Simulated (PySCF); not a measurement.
## P₂ at PBE0

Computed with PBE0; PySCF, no relativity, basis sets P 6-31G(d,p).

```json
{
 "state": "¹Σg⁺ (singlet), closed shell",
 "bond length": "1.894 Å",
 "harmonic wavenumber": "823 cm⁻¹",
 "force constant": "6.19 mdyn/Å",
 "rotational constant Be": "0.3036 cm⁻¹",
 "anharmonicity ωexe": "2.32 cm⁻¹",
 "vibration–rotation constant αe": "0.00125 cm⁻¹",
 "well depth De to P + P": "435 kJ/mol",
 "dissociation energy D0": "430 kJ/mol",
 "HOMO–LUMO gap": "5.57 eV",
 "bond order (Mayer)": "2.81"
}
```
